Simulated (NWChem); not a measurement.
Molecule: BeH, doublet; SMILES [BeH]

Computed with NWChem. Pople sets run with spherical d functions. Spin-unrestricted. This spin state was assumed; another may lie lower. No stability test was run on the SCF state. Each level has its own optimisation; frequencies are unscaled.

```
level            r Be–H (Å)  highest harmonic frequency (cm⁻¹)  zero-point energy (kcal/mol)  dipole (D)
---------------  ----------  ---------------------------------  ----------------------------  ----------
PBE/def2-SVP          1.366                               1978                           2.8        0.12
BLYP/def2-SVP         1.356                               1999                           2.9        0.16
B3LYP/def2-TZVP       1.347                               2035                           2.9        0.26
B3LYP/3-21G           1.360                               2049                           2.9        0.24
B3LYP/6-31G*          1.350                               2070                           3.0        0.29
```
